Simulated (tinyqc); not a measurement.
CIS on RHF in the sto-3g basis, frozen core, for H2O, spin multiplicity 1, step by step (part 1 of 2). Computed by tinyqc, a small Python program that keeps every step (integrals from PySCF). Settings: charge = 0, multiplicity = 1, basis = sto-3g, method = RHF, frozen orbitals = 1, energy threshold = 1e-10, iteration cap = 89, orthogonalisation = symmetric, start = Wolfsberg-Helmholz matrix, DIIS depth = 6. Command: `OMP_NUM_THREADS=1 python tinyqc.py 22526 22527 out.jsonl` (the two numbers bound the seeds that draw the settings). One thread of a shared host (Intel(R) Xeon(R) Processor @ 2.60GHz), about 0.08 s of CPU time with the checks. The early iterations of the SCF are left out here.

## One-electron integrals

Geometry (angstrom):
```
atom         x          y         z
O     0.000000   0.000000  0.000000
H     0.000000   0.718000  0.622000
H     0.000000  -0.782000  0.677000
```

Basis sto-3g: exponents (1/bohr^2) and contraction coefficients of normalised primitives:
```
element  l (shell)    exponent  coefficient
O            s (1)  130.709320     0.154329
O            s (1)   23.808861     0.535328
O            s (1)    6.443608     0.444635
O            s (2)    5.033151    -0.099967
O            s (2)    1.169596     0.399513
O            s (2)    0.380389     0.700115
O            p (3)    5.033151     0.155916
O            p (3)    1.169596     0.607684
O            p (3)    0.380389     0.391957
H            s (1)    3.425251     0.154329
H            s (1)    0.623914     0.535328
H            s (1)    0.168855     0.444635
```

Overlap, kinetic and nuclear-attraction integrals over the contracted functions; the nuclear repulsion is the sum of Za Zb / Rab.

nuclear repulsion = 8.90188470 hartree

overlap S, order 1O 1s, 1O 2s, 1O 2px, 1O 2py, 1O 2pz, 2H 1s, 3H 1s:
```
[[1.000000, 0.236704, 0.000000, 0.000000, 0.000000, 0.054914, 0.044917],
 [0.236704, 1.000000, 0.000000, 0.000000, 0.000000, 0.479575, 0.425606],
 [0.000000, 0.000000, 1.000000, 0.000000, 0.000000, 0.000000, 0.000000],
 [0.000000, 0.000000, 0.000000, 1.000000, 0.000000, 0.299278, -0.276360],
 [0.000000, 0.000000, 0.000000, 0.000000, 1.000000, 0.259263, 0.239253],
 [0.054914, 0.479575, 0.000000, 0.299278, 0.259263, 1.000000, 0.256416],
 [0.044917, 0.425606, 0.000000, -0.276360, 0.239253, 0.256416, 1.000000]]
```

kinetic energy T (hartree), order 1O 1s, 1O 2s, 1O 2px, 1O 2py, 1O 2pz, 2H 1s, 3H 1s:
```
[[29.003200, -0.168011, 0.000000, 0.000000, 0.000000, -0.001991, -0.006663],
 [-0.168011, 0.808128, 0.000000, 0.000000, 0.000000, 0.132124, 0.094695],
 [0.000000, 0.000000, 2.528731, 0.000000, 0.000000, 0.000000, 0.000000],
 [0.000000, 0.000000, 0.000000, 2.528731, 0.000000, 0.219107, -0.172693],
 [0.000000, 0.000000, 0.000000, 0.000000, 2.528731, 0.189811, 0.149506],
 [-0.001991, 0.132124, 0.000000, 0.219107, 0.189811, 0.760032, 0.009554],
 [-0.006663, 0.094695, 0.000000, -0.172693, 0.149506, 0.009554, 0.760032]]
```

nuclear attraction V (hartree), order 1O 1s, 1O 2s, 1O 2px, 1O 2py, 1O 2pz, 2H 1s, 3H 1s:
```
[[-61.687122, -7.436037, 0.000000, -0.001862, -0.019022, -1.775995, -1.448122],
 [-7.436037, -10.108743, 0.000000, -0.018650, -0.225889, -3.912627, -3.381716],
 [0.000000, 0.000000, -9.958271, 0.000000, 0.000000, 0.000000, 0.000000],
 [-0.001862, -0.018650, 0.000000, -10.090628, -0.011196, -2.174902, 1.934618],
 [-0.019022, -0.225889, 0.000000, -0.011196, -10.057542, -1.960184, -1.748230],
 [-1.775995, -3.912627, 0.000000, -2.174902, -1.960184, -5.867499, -1.594948],
 [-1.448122, -3.381716, 0.000000, 1.934618, -1.748230, -1.594948, -5.560721]]
```

core Hamiltonian H = T + V (hartree), order 1O 1s, 1O 2s, 1O 2px, 1O 2py, 1O 2pz, 2H 1s, 3H 1s:
```
[[-32.683922, -7.604048, 0.000000, -0.001862, -0.019022, -1.777986, -1.454785],
 [-7.604048, -9.300615, 0.000000, -0.018650, -0.225889, -3.780503, -3.287021],
 [0.000000, 0.000000, -7.429540, 0.000000, 0.000000, 0.000000, 0.000000],
 [-0.001862, -0.018650, 0.000000, -7.561897, -0.011196, -1.955795, 1.761925],
 [-0.019022, -0.225889, 0.000000, -0.011196, -7.528811, -1.770373, -1.598724],
 [-1.777986, -3.780503, 0.000000, -1.955795, -1.770373, -5.107467, -1.585394],
 [-1.454785, -3.287021, 0.000000, 1.761925, -1.598724, -1.585394, -4.800690]]
```

## Two-electron integrals

Functions are numbered as in S; the eight-fold symmetry (ij|kl) = (ji|kl) = (kl|ij) leaves the list below.

Two-electron integrals (ij|kl) in chemists' order, unique and non-zero (hartree):
```
(11|11) 4.785065    (21|11) 0.741380    (21|21) 0.136873    (22|11) 1.118947
(22|21) 0.256633    (22|22) 0.817206    (31|31) 0.024477    (32|31) 0.037809
(32|32) 0.180518    (33|11) 1.115814    (33|21) 0.256684    (33|22) 0.817023
(33|33) 0.880159    (41|41) 0.024477    (42|41) 0.037809    (42|42) 0.180518
(43|43) 0.047444    (44|11) 1.115814    (44|21) 0.256684    (44|22) 0.817023
(44|33) 0.785270    (44|44) 0.880159    (51|51) 0.024477    (52|51) 0.037809
(52|52) 0.180518    (53|53) 0.047444    (54|54) 0.047444    (55|11) 1.115814
(55|21) 0.256684    (55|22) 0.817023    (55|33) 0.785270    (55|44) 0.785270
(55|55) 0.880159    (61|11) 0.174814    (61|21) 0.031985    (61|22) 0.059528
(61|33) 0.059415    (61|41) 0.001111    (61|42) 0.002072    (61|44) 0.059612
(61|51) 0.000962    (61|52) 0.001795    (61|54) 0.000171    (61|55) 0.059563
(61|61) 0.007571    (62|11) 0.408712    (62|21) 0.094841    (62|22) 0.332436
(62|33) 0.326933    (62|41) 0.005355    (62|42) 0.040241    (62|44) 0.336188
(62|51) 0.004639    (62|52) 0.034860    (62|54) 0.008017    (62|55) 0.333878
(62|61) 0.022562    (62|62) 0.164894    (63|31) 0.010122    (63|32) 0.058197
(63|43) 0.008444    (63|53) 0.007315    (63|63) 0.024013    (64|11) 0.217036
(64|21) 0.051034    (64|22) 0.191071    (64|33) 0.182326    (64|41) 0.012660
(64|42) 0.080227    (64|44) 0.204435    (64|51) 0.002198    (64|52) 0.019084
(64|54) 0.011838    (64|55) 0.186244    (64|61) 0.012699    (64|62) 0.115119
(64|64) 0.103495    (65|11) 0.188018    (65|21) 0.044211    (65|22) 0.165524
(65|33) 0.157948    (65|41) 0.002198    (65|42) 0.019084    (65|44) 0.162471
(65|51) 0.012027    (65|52) 0.074730    (65|54) 0.012362    (65|55) 0.175973
(65|61) 0.011001    (65|62) 0.099727    (65|64) 0.068855    (65|65) 0.083661
(66|11) 0.535442    (66|21) 0.126268    (66|22) 0.505892    (66|33) 0.485276
(66|41) 0.009566    (66|42) 0.097758    (66|44) 0.520257    (66|51) 0.008287
(66|52) 0.084687    (66|54) 0.030304    (66|55) 0.511528    (66|61) 0.030336
(66|62) 0.310288    (66|64) 0.247508    (66|65) 0.214415    (66|66) 0.774606
(71|11) 0.142647    (71|21) 0.026119    (71|22) 0.048676    (71|33) 0.048582
(71|41) -0.000912   (71|42) -0.001709   (71|44) 0.048748    (71|51) 0.000789
(71|52) 0.001479    (71|54) -0.000144   (71|55) 0.048706    (71|61) 0.006095
(71|62) 0.017921    (71|64) 0.009176    (71|65) 0.008746    (71|66) 0.023823
(71|71) 0.005049    (72|11) 0.352629    (72|21) 0.081915    (72|22) 0.289474
(72|33) 0.284510    (72|41) -0.004655   (72|42) -0.035798   (72|44) 0.292863
(72|51) 0.004030    (72|52) 0.030991    (72|54) -0.007231   (72|55) 0.290771
(72|61) 0.018927    (72|62) 0.119630    (72|64) 0.056843    (72|65) 0.070846
(72|66) 0.189175    (72|71) 0.015944    (72|72) 0.127747    (73|31) 0.008503
(73|32) 0.049747    (73|43) -0.007407   (73|53) 0.006412    (73|63) 0.016658
(73|73) 0.018049    (74|11) -0.193808   (74|21) -0.045597   (74|22) -0.172042
(74|33) -0.164264   (74|41) 0.010770    (74|42) 0.069851    (74|44) -0.183836
(74|51) -0.001963   (74|52) -0.017405   (74|54) 0.010532    (74|55) -0.167831
(74|61) -0.010059   (74|62) -0.059694   (74|64) -0.012120   (74|65) -0.034486
(74|66) -0.082915   (74|71) -0.009261   (74|72) -0.092229   (74|74) 0.083863
(75|11) 0.167785    (75|21) 0.039474    (75|22) 0.148941    (75|33) 0.142208
(75|41) -0.001963   (75|42) -0.017405   (75|44) 0.146328    (75|51) 0.010202
(75|52) 0.064815    (75|54) -0.010974   (75|55) 0.158120    (75|61) 0.009521
(75|62) 0.072443    (75|64) 0.033679    (75|65) 0.058908    (75|66) 0.125887
(75|71) 0.008017    (75|72) 0.079845    (75|74) -0.056977   (75|75) 0.067376
(76|11) 0.157190    (76|21) 0.036851    (76|22) 0.141174    (76|33) 0.137700
(76|41) -0.000060   (76|42) -0.000703   (76|44) 0.140223    (76|51) 0.002810
(76|52) 0.025545    (76|54) -0.000206   (76|55) 0.145445    (76|61) 0.008690
(76|62) 0.070224    (76|64) 0.041761    (76|65) 0.047885    (76|66) 0.137447
(76|71) 0.007114    (76|72) 0.062757    (76|74) -0.039383   (76|75) 0.043954
(76|76) 0.037310    (77|11) 0.497358    (77|21) 0.117411    (77|22) 0.476318
(77|33) 0.457164    (77|41) -0.008522   (77|42) -0.090770   (77|44) 0.489667
(77|51) 0.007378    (77|52) 0.078582    (77|54) -0.028138   (77|55) 0.481524
(77|61) 0.027092    (77|62) 0.204729    (77|64) 0.085444    (77|65) 0.132998
(77|66) 0.345596    (77|71) 0.023048    (77|72) 0.266475    (77|74) -0.219582
(77|75) 0.190099    (77|76) 0.137447    (77|77) 0.774606
```

## Orthogonalisation

S = U s U^T; symmetric (Loewdin) form X = U s^(-1/2) U^T, so that X^T S X = 1.

eigenvalues of S: [0.354625, 0.454628, 0.880986, 1.000000, 1.101258, 1.297580, 1.910922]

X, order 1O 1s, 1O 2s, 1O 2px, 1O 2py, 1O 2pz, 2H 1s, 3H 1s:
```
[[1.024044, -0.141553, 0.000000, -0.001234, -0.010116, 0.022224, 0.019909],
 [-0.141553, 1.221999, 0.000000, 0.019374, 0.107657, -0.304982, -0.244394],
 [0.000000, 0.000000, 1.000000, 0.000000, 0.000000, 0.000000, 0.000000],
 [-0.001234, 0.019374, 0.000000, 1.095681, 0.008902, -0.223861, 0.197171],
 [-0.010116, 0.107657, 0.000000, 0.008902, 1.057955, -0.161494, -0.135571],
 [0.022224, -0.304982, 0.000000, -0.223861, -0.161494, 1.217118, -0.093161],
 [0.019909, -0.244394, 0.000000, 0.197171, -0.135571, -0.093161, 1.165157]]
```

## Starting guess

The start is the generalised Wolfsberg-Helmholz matrix (K = 1.75) built on H; D = 2 C_occ C_occ^T.

D at the start, order 1O 1s, 1O 2s, 1O 2px, 1O 2py, 1O 2pz, 2H 1s, 3H 1s:
```
[[2.062839, -0.251077, 0.000000, 0.012307, 0.118349, -0.151086, -0.128674],
 [-0.251077, 1.155102, 0.000000, -0.050122, -0.432521, 0.369685, 0.323370],
 [0.000000, 0.000000, 2.000000, 0.000000, 0.000000, 0.000000, 0.000000],
 [0.012307, -0.050122, 0.000000, 1.426589, -0.017829, 0.363212, -0.380926],
 [0.118349, -0.432521, 0.000000, -0.017829, 1.809683, 0.130724, 0.116082],
 [-0.151086, 0.369685, 0.000000, 0.363212, 0.130724, 0.269344, 0.046676],
 [-0.128674, 0.323370, 0.000000, -0.380926, 0.116082, 0.046676, 0.218402]]
```

## Iteration 8 (converged): orbitals

converged F (hartree), order 1O 1s, 1O 2s, 1O 2px, 1O 2py, 1O 2pz, 2H 1s, 3H 1s:
```
[[-20.245425, -5.164287, 0.000000, -0.001808, -0.028764, -1.216436, -0.996895],
 [-5.164287, -2.441116, 0.000000, -0.020890, -0.119835, -1.037396, -0.903047],
 [0.000000, 0.000000, -0.393997, 0.000000, 0.000000, 0.000000, 0.000000],
 [-0.001808, -0.020890, 0.000000, -0.292547, -0.022694, -0.387122, 0.360426],
 [-0.028764, -0.119835, 0.000000, -0.022694, -0.337472, -0.391190, -0.366700],
 [-1.216436, -1.037396, 0.000000, -0.387122, -0.391190, -0.595180, -0.380099],
 [-0.996895, -0.903047, 0.000000, 0.360426, -0.366700, -0.380099, -0.489679]]
```

Diagonalise F' = X^T F X, C = X C', fill 5 alpha and 5 beta electrons from the bottom; D = 2 C_occ C_occ^T. Each column has its largest component positive (the first on a tie).

F' = X^T F X (hartree):
```
[[-19.867095, -2.691709, 0.000000, -0.001101, -0.056925, -0.194672, -0.131971],
 [-2.691709, -1.256561, 0.000000, 0.011753, 0.117642, -0.528955, -0.442345],
 [0.000000, 0.000000, -0.393997, 0.000000, 0.000000, 0.000000, 0.000000],
 [-0.001101, 0.011753, 0.000000, -0.020787, -0.005026, -0.463867, 0.432548],
 [-0.056925, 0.117642, 0.000000, -0.005026, -0.170348, -0.358812, -0.324091],
 [-0.194672, -0.528955, 0.000000, -0.463867, -0.358812, 0.019577, -0.107081],
 [-0.131971, -0.442345, 0.000000, 0.432548, -0.324091, -0.107081, -0.002038]]
```

orbital energies (hartree): [-20.254083, -1.259987, -0.589461, -0.463014, -0.393997, 0.567176, 0.702115]

coefficients C, order 1O 1s, 1O 2s, 1O 2px, 1O 2py, 1O 2pz, 2H 1s, 3H 1s:
```
[[0.994223, -0.233569, 0.015358, 0.104147, 0.000000, 0.115113, 0.048285],
 [0.025831, 0.843368, -0.083134, -0.537870, 0.000000, -0.742239, -0.344899],
 [0.000000, 0.000000, 0.000000, 0.000000, 1.000000, 0.000000, 0.000000],
 [0.000534, 0.020709, 0.614826, -0.041065, 0.000000, 0.313902, -0.900723],
 [0.004210, 0.124578, 0.055062, 0.748055, 0.000000, -0.720795, -0.278925],
 [-0.006093, 0.170762, 0.456128, 0.260788, 0.000000, 0.462538, 1.067968],
 [-0.005031, 0.139328, -0.439946, 0.334448, 0.000000, 0.958645, -0.489698]]
```

D after iteration 8, order 1O 1s, 1O 2s, 1O 2px, 1O 2py, 1O 2pz, 2H 1s, 3H 1s:
```
[[2.108231, -0.457193, 0.000000, 0.001719, 0.107683, -0.023553, -0.018940],
 [-0.457193, 2.016305, 0.000000, -0.023092, -0.603521, -0.068664, -0.051880],
 [0.000000, 0.000000, 2.000000, 0.000000, 0.000000, 0.000000, 0.000000],
 [0.001719, -0.023092, 0.000000, 0.760253, 0.011433, 0.546526, -0.562684],
 [0.107683, -0.603521, 0.000000, 0.011433, 1.156311, 0.482893, 0.486595],
 [-0.023553, -0.068664, 0.000000, 0.546526, 0.482893, 0.610519, -0.179258],
 [-0.018940, -0.051880, 0.000000, -0.562684, 0.486595, -0.179258, 0.649692]]
```

## Convergence

Stop when the energy changes by less than 1e-10 hartree and every element of the error matrix X^T (F D S - S D F) X is below 3e-06.

Course of the cycle:
```
iteration   E (hartree)     change  largest element of the error matrix
1          -74.61440928          -                             4.49e-01
2          -74.94282903  -3.28e-01                             1.19e-01
3          -74.96015028  -1.73e-02                             2.96e-02
4          -74.96137700  -1.23e-03                             4.79e-03
5          -74.96144056  -6.36e-05                             1.21e-03
6          -74.96144340  -2.84e-06                             3.25e-05
7          -74.96144340  -1.32e-09                             8.38e-06
8          -74.96144340  -9.91e-11                             4.99e-07
```

PySCF RHF in the same basis = -74.96144340 hartree

Converged in 8 iterations.

## Populations, bond orders and dipole

Mulliken: Z minus the diagonal of D S on the atom; Loewdin: the same with S^(1/2) D S^(1/2); Mayer order: 2 sum_s sum (D(s) S)_ij (D(s) S)_ji over the two atoms.

Charges (e):
```
atom   Mulliken    Loewdin
1O    -0.328190  -0.229703
2H     0.180909   0.123623
3H     0.147281   0.106080
```

Mayer bond orders:
```
pair     order
2-1   0.960119
3-1   0.971155
3-2   0.007153
```

dipole moment about the origin, x y z (debye): [0.000000, 0.054548, 1.717619]

## Integrals over molecular orbitals

(pq|rs) = sum C_ip C_jq C_kr C_ls (ij|kl), one index at a time.

one-electron integrals over orbitals h = C^T H C (hartree):
```
[[-32.666593, 0.557965, -0.036213, -0.237265, 0.000000, -0.263757, -0.110434],
 [0.557965, -7.646595, 0.030266, 0.465278, 0.000000, 1.235160, 0.536641],
 [-0.036213, 0.030266, -6.306834, -0.123527, 0.000000, -0.582198, 1.590478],
 [-0.237265, 0.465278, -0.123527, -6.853225, 0.000000, 1.145708, 0.249254],
 [0.000000, 0.000000, 0.000000, 0.000000, -7.429540, 0.000000, 0.000000],
 [-0.263757, 1.235160, -0.582198, 1.145708, 0.000000, -5.404230, 0.054297],
 [-0.110434, 0.536641, 1.590478, 0.249254, 0.000000, 0.054297, -5.533167]]
```

Two-electron integrals over orbitals (pq|rs), unique and non-zero (hartree); the lowest 1 orbital is frozen and left out:
```
(22|22) 0.728900    (32|22) 0.011568    (32|32) 0.140357    (33|22) 0.641770
(33|32) -0.004703   (33|33) 0.627798    (42|22) -0.002305   (42|32) 0.001907
(42|33) 0.004608    (42|42) 0.124397    (43|22) 0.009953    (43|32) 0.019703
(43|33) 0.006488    (43|42) -0.013489   (43|43) 0.051437    (44|22) 0.666765
(44|32) -0.011833   (44|33) 0.592420    (44|42) -0.099805   (44|43) 0.014317
(44|44) 0.752644    (52|52) 0.145081    (53|52) -0.007071   (53|53) 0.029091
(54|52) -0.047698   (54|53) 0.004231    (54|54) 0.054444    (55|22) 0.748098
(55|32) -0.006177   (55|33) 0.627023    (55|42) -0.073960   (55|43) 0.016414
(55|44) 0.714548    (55|55) 0.880159    (62|22) -0.130033   (62|32) 0.017841
(62|33) -0.073585   (62|42) -0.024068   (62|43) -0.011708   (62|44) -0.069191
(62|55) -0.141841   (62|62) 0.094603    (63|22) 0.052962    (63|32) 0.028216
(63|33) 0.034466    (63|42) -0.025130   (63|43) 0.031467    (63|44) 0.043309
(63|55) 0.066444    (63|62) -0.032702   (63|63) 0.076357    (64|22) -0.103182
(64|32) -0.024594   (64|33) -0.045435   (64|42) 0.044130    (64|43) -0.013198
(64|44) -0.123604   (64|55) -0.126116   (64|62) 0.051116    (64|63) -0.046629
(64|64) 0.086560    (65|52) -0.051834   (65|53) 0.010069    (65|54) -0.001193
(65|65) 0.035592    (66|22) 0.609311    (66|32) -0.054634   (66|33) 0.572805
(66|42) 0.048764    (66|43) -0.032662   (66|44) 0.561619    (66|55) 0.592389
(66|62) -0.088685   (66|63) -0.017739   (66|64) -0.029133   (66|66) 0.635626
(72|22) -0.056464   (72|32) -0.037732   (72|33) -0.022763   (72|42) 0.000643
(72|43) 0.032163    (72|44) -0.038389   (72|55) -0.061610   (72|62) 0.015079
(72|63) 0.021391    (72|64) 0.025898    (72|66) -0.041132   (72|72) 0.069745
(73|22) -0.128742   (73|32) 0.024343    (73|33) -0.084649   (73|42) 0.075253
(73|43) -0.002246   (73|44) -0.143387   (73|55) -0.178478   (73|62) 0.060651
(73|63) -0.026709   (73|64) 0.073106    (73|66) -0.055433   (73|72) 0.038482
(73|73) 0.146045    (74|22) -0.016442   (74|32) 0.072986    (74|33) -0.014348
(74|42) 0.003020    (74|43) -0.000845   (74|44) -0.030229   (74|55) -0.026361
(74|62) 0.021409    (74|63) 0.031706    (74|64) -0.006699   (74|66) -0.045901
(74|72) -0.007991   (74|73) 0.034665    (74|74) 0.065795    (75|52) -0.021980
(75|53) -0.021243   (75|54) 0.002432    (75|65) 0.004709    (75|75) 0.025934
(76|22) 0.007940    (76|32) 0.071702    (76|33) -0.009895   (76|42) 0.018533
(76|43) 0.038153    (76|44) -0.018760   (76|55) -0.004664   (76|62) -0.011643
(76|63) 0.038310    (76|64) -0.020959   (76|66) -0.044754   (76|72) 0.006147
(76|73) 0.030931    (76|74) 0.039172    (76|76) 0.073973    (77|22) 0.625620
(77|32) 0.063432    (77|33) 0.601233    (77|42) -0.007401   (77|43) 0.035139
(77|44) 0.587496    (77|55) 0.616666    (77|62) -0.064559   (77|63) 0.065379
(77|64) -0.060226   (77|66) 0.527476    (77|72) -0.021872   (77|73) -0.061959
(77|74) 0.028057    (77|76) 0.045441    (77|77) 0.651078
```

## CIS matrix, singlets

A(ia,jb) = (e_a - e_i) d_ij d_ab + 2 (ia|jb) - (ij|ab).

CIS matrix A, singlet (hartree), order 2>6, 2>7, 3>6, 3>7, 4>6, 4>7, 5>6, 5>7:
```
[[1.407058, 0.022217, -0.010770, 0.049600, 0.053468, 0.024285, 0.000000, 0.000000],
 [0.022217, 1.475972, -0.028920, 0.013532, 0.033263, -0.008580, 0.000000, 0.000000],
 [-0.010770, -0.028920, 0.736546, -0.043524, -0.060596, 0.025259, 0.000000, 0.000000],
 [0.049600, 0.013532, -0.043524, 0.982433, 0.108059, 0.034191, 0.000000, 0.000000],
 [0.053468, 0.033263, -0.060596, 0.108059, 0.641692, 0.005363, 0.000000, 0.000000],
 [0.024285, -0.008580, 0.025259, 0.034191, 0.005363, 0.709223, 0.000000, 0.000000],
 [0.000000, 0.000000, 0.000000, 0.000000, 0.000000, 0.000000, 0.439967, 0.014081],
 [0.000000, 0.000000, 0.000000, 0.000000, 0.000000, 0.000000, 0.014081, 0.531313]]
```

## CIS singlet states

dipole integrals <i|r|a> (bohr), order 2>6, 2>7, 3>6, 3>7, 4>6, 4>7, 5>6, 5>7:
```
[[0.000000, -0.004182, 0.098766],
 [0.000000, 0.124555, 0.067136],
 [0.000000, 0.738463, -0.227011],
 [0.000000, 0.284234, 0.649513],
 [0.000000, -0.313054, 0.554462],
 [0.000000, 0.627945, 0.129408],
 [-0.064945, 0.000000, 0.000000],
 [-0.023693, 0.000000, 0.000000]]
```

Diagonalise A (1 hartree = 27.211386 eV); each vector has its largest component positive (the first on a tie). The transition dipole is mu = sqrt2 sum c_ia <i|r|a>.

singlet excitation energies (eV): [11.914382, 14.515489, 16.120090, 18.701688, 20.617422, 27.654216, 38.357450, 40.536428]

lowest vectors, order 2>6, 2>7, 3>6, 3>7, 4>6, 4>7, 5>6, 5>7:
```
[[0.000000, 0.000000, -0.041529, -0.031585, -0.003278, -0.161904],
 [0.000000, 0.000000, -0.020214, -0.009133, 0.045465, -0.049082],
 [0.000000, 0.000000, 0.324381, -0.453556, 0.807751, -0.184073],
 [0.000000, 0.000000, -0.208941, -0.214761, 0.180934, 0.926093],
 [0.000000, 0.000000, 0.920350, 0.150249, -0.218102, 0.270632],
 [0.000000, 0.000000, -0.044086, 0.851181, 0.514932, 0.081273],
 [0.988842, 0.148969, 0.000000, 0.000000, 0.000000, 0.000000],
 [-0.148969, 0.988842, 0.000000, 0.000000, 0.000000, 0.000000]]
```

oscillator strengths 2/3 w |mu|^2: [0.002150, 0.000779, 0.081371, 0.029007, 1.117603, 0.844652]
